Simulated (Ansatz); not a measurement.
`CC(C)(C)NN`. Total charge 0; spin multiplicity 1. The structure was optimised at the PBE0-D4/def2-TZVP level. It is one conformer, not always the lowest.

```xyz
18

C     0.270    0.574   -1.336
C    -0.208    0.160    0.056
C    -0.690    1.381    0.824
C    -1.328   -0.864   -0.061
N     0.870   -0.423    0.864
N     1.507   -1.510    0.230
H     1.081    1.306   -1.267
H     0.629   -0.294   -1.893
H    -0.541    1.028   -1.911
H    -1.016    1.096    1.827
H    -1.527    1.855    0.307
H     0.105    2.127    0.921
H    -1.706   -1.125    0.930
H    -0.956   -1.773   -0.537
H    -2.152   -0.467   -0.658
H     1.535    0.311    1.095
H     1.823   -2.156    0.939
H     2.304   -1.227   -0.331
```

(1) What is the dipole moment at ωB97M-V/def2-TZVPP? (An estimate is asked.)

(2) And with PBE, r2SCAN, B3LYP? (An estimate is asked.)

(3) Give the Mulliken charges with ωB97M-V, r2SCAN, B3LYP in def2-TZVPP. (Estimate.)

Answers

(1) The calculation gave: 1.62 D, with components (1.44, 0.73, -0.15) D in this frame, pointing from negative to positive charge.

(2) Ansatz gave: PBE 1.57 D, r2SCAN 1.58 D, B3LYP 1.60 D.

(3) Computed: 
```json
{"atom": "C1", "ωB97M-V": "-0.34", "r2SCAN": "-0.25", "B3LYP": "-0.32"}
{"atom": "C2", "ωB97M-V": "0.11", "r2SCAN": "0.45", "B3LYP": "0.37"}
{"atom": "C3", "ωB97M-V": "-0.31", "r2SCAN": "-0.20", "B3LYP": "-0.28"}
{"atom": "C4", "ωB97M-V": "-0.32", "r2SCAN": "-0.25", "B3LYP": "-0.31"}
{"atom": "N5", "ωB97M-V": "-0.18", "r2SCAN": "-0.25", "B3LYP": "-0.24"}
{"atom": "N6", "ωB97M-V": "-0.24", "r2SCAN": "-0.32", "B3LYP": "-0.28"}
{"atom": "H7", "ωB97M-V": "0.10", "r2SCAN": "0.04", "B3LYP": "0.07"}
{"atom": "H8", "ωB97M-V": "0.12", "r2SCAN": "0.06", "B3LYP": "0.09"}
{"atom": "H9", "ωB97M-V": "0.10", "r2SCAN": "0.04", "B3LYP": "0.07"}
{"atom": "H10", "ωB97M-V": "0.12", "r2SCAN": "0.06", "B3LYP": "0.09"}
{"atom": "H11", "ωB97M-V": "0.10", "r2SCAN": "0.04", "B3LYP": "0.07"}
{"atom": "H12", "ωB97M-V": "0.10", "r2SCAN": "0.03", "B3LYP": "0.06"}
{"atom": "H13", "ωB97M-V": "0.10", "r2SCAN": "0.04", "B3LYP": "0.07"}
{"atom": "H14", "ωB97M-V": "0.12", "r2SCAN": "0.07", "B3LYP": "0.09"}
{"atom": "H15", "ωB97M-V": "0.09", "r2SCAN": "0.04", "B3LYP": "0.07"}
{"atom": "H16", "ωB97M-V": "0.09", "r2SCAN": "0.11", "B3LYP": "0.10"}
{"atom": "H17", "ωB97M-V": "0.13", "r2SCAN": "0.17", "B3LYP": "0.15"}
{"atom": "H18", "ωB97M-V": "0.11", "r2SCAN": "0.13", "B3LYP": "0.12"}
```

B3LYP here is the variant with VWN-RPA as its local correlation; programs differ in this.
